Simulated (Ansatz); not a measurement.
**Other spins and charges of AlH⁺, doublet at one geometry**

Geometry (PBE0/def2-TZVP stationary point for this spin):

```json
{"atom": "Al", "x (Å)": "0.0000", "y (Å)": "0.0000", "z (Å)": "0.0000"}
{"atom": "H", "x (Å)": "0.0000", "y (Å)": "0.0000", "z (Å)": "1.6190"}
```

Basis cc-pVQZ; Ansatz 0.2.0. Only valence electrons are correlated (noble-gas cores frozen). R marks a restricted (for open shells ROHF) determinant, U an unrestricted one. Active spaces: valence = (3e, 5o) chosen from the atoms' valence shells.

Gaps are energies of the second state less the first, at fixed atoms, for a selection of the levels run; each method lands on the state that its own search finds for that charge and spin.

Question: PBE gives 6.110 eV for quartet less doublet. Estimate what full CI gives in cc-pVQZ.

Answer: Full CI in cc-pVQZ gives 6.021 eV, so against it PBE is off by 0.089 eV.

```tsv
level	gap (eV)	error (meV)
RHF	4.874	-1147
UHF	4.990	-1031
RMP2	5.752	-269
UMP2	5.776	-245
RCCSD	5.992	-29
UCCSD	5.999	-22
RCCSD(T)	6.015	-6
UCCSD(T)	6.015	-6
BCCD(T)	6.015	-6
RCCSDT	6.021	0
UCCSDT	6.021	0
CASSCF (valence space)	5.702	-319
NEVPT2 (valence space)	5.991	-30
MRCISD (valence space)	6.013	-8
MRCISD+Q (valence space)	6.018	-3
r2SCAN	5.825	-196
PBE0	6.000	-21
B3LYP	6.388	367
wB97M-V	6.529	508
B2PLYP	6.255	234
RPA-PBE	5.928	-93
```

Full CI is exact within this basis and frozen core; it isn't the basis-set limit. The frozen core follows each run's orbitals, which can shift R against U totals by a few meV.
